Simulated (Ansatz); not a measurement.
Geometry optimisation, RKS PBE0/cc-pVDZ (Ansatz 0.2.0).

Input file:

```yaml
crystal:
  periodic: [false, false, false]
  atoms:
    - { symbol: Si, position_ang: [0.0, 0.0, 0.0] }
    - { symbol: H, position_ang: [0.0, 0.0, 1.81] }
    - { symbol: H, position_ang: [1.3768, 0.0, -0.4862] }
    - { symbol: H, position_ang: [-0.6877, 1.1914, -0.4862] }
    - { symbol: H, position_ang: [-0.6877, -1.1914, -0.4862] }
    - { symbol: Si, position_ang: [-2.3914, 0.0, 0.7946] }
    - { symbol: H, position_ang: [-3.1794, -0.9102, -0.0313] }
    - { symbol: H, position_ang: [-2.4426, -0.4389, 2.1861] }
    - { symbol: H, position_ang: [-2.9397, 1.3491, 0.69] }
    - { symbol: H, position_ang: [-0.9452, 0.0, 1.8966] }
basis:
  gaussian: { orbitals: cc-pVDZ }
hamiltonian:
  xc: pbe0
relax:
  f_tol: 0.15
  max_steps: 25
  restrain:
    - { distance: [0, 5], at: 2.22, k: 30.0 }
    - { distance: [9, 1], at: 0.66, k: 30.0 }
    - { distance: [0, 1], at: 2.66, k: 30.0 }
    - { distance: [9, 5], at: 2.66, k: 30.0 }
```

Launched with:

```bash
$ ansatz run input.yaml --threads 2 --pin off --max-ram 3072MiB --backend cpu --events-out ev --progress --plain --runs-dir out
```

Where does it end, and by what steps?

The forces met the threshold. The restraints hold the end off the free minimum. After 11 steps the energy has fallen by 4.964 eV (the restraints' own energy left out); H4 moved furthest, 1.08 Å. Joined: H2–H10 (0.95 → 0.72 Å).

```json
{"step": "0", "energy less start (eV)": "0.0000", "largest force component (eV/Å)": "2.496", "accepted": "yes"}
{"step": "1", "energy less start (eV)": "-0.8085", "largest force component (eV/Å)": "2.190", "accepted": "yes"}
{"step": "2", "energy less start (eV)": "-1.1965", "largest force component (eV/Å)": "5.613", "accepted": "yes"}
{"step": "3", "energy less start (eV)": "-2.4724", "largest force component (eV/Å)": "4.857", "accepted": "yes"}
{"step": "4", "energy less start (eV)": "-3.6761", "largest force component (eV/Å)": "2.715", "accepted": "yes"}
{"step": "5", "energy less start (eV)": "-4.3146", "largest force component (eV/Å)": "1.441", "accepted": "yes"}
{"step": "6", "energy less start (eV)": "-4.6306", "largest force component (eV/Å)": "1.195", "accepted": "yes"}
{"step": "7", "energy less start (eV)": "-4.7867", "largest force component (eV/Å)": "1.453", "accepted": "yes"}
{"step": "8", "energy less start (eV)": "-4.8766", "largest force component (eV/Å)": "1.426", "accepted": "yes"}
{"step": "9", "energy less start (eV)": "-4.9269", "largest force component (eV/Å)": "1.543", "accepted": "yes"}
{"step": "10", "energy less start (eV)": "-4.9572", "largest force component (eV/Å)": "1.398", "accepted": "yes"}
{"step": "11", "energy less start (eV)": "-4.9644", "largest force component (eV/Å)": "1.518", "accepted": "yes"}
```

```xyz
10
Properties=species:S:1:pos:R:3
Si -0.455 -0.122 -0.455
H -0.064 0.363 2.142
H 0.818 0.106 0.300
H -0.544 0.929 -1.525
H -0.345 -1.455 -1.139
Si -2.346 -0.063 0.779
H -3.497 -0.341 -0.147
H -2.362 -1.103 1.857
H -2.567 1.287 1.388
H -0.534 0.398 2.685
```

The run took 18 s on 2 threads of Arm Neoverse V1 (shared host), peak memory 0.14 GiB.
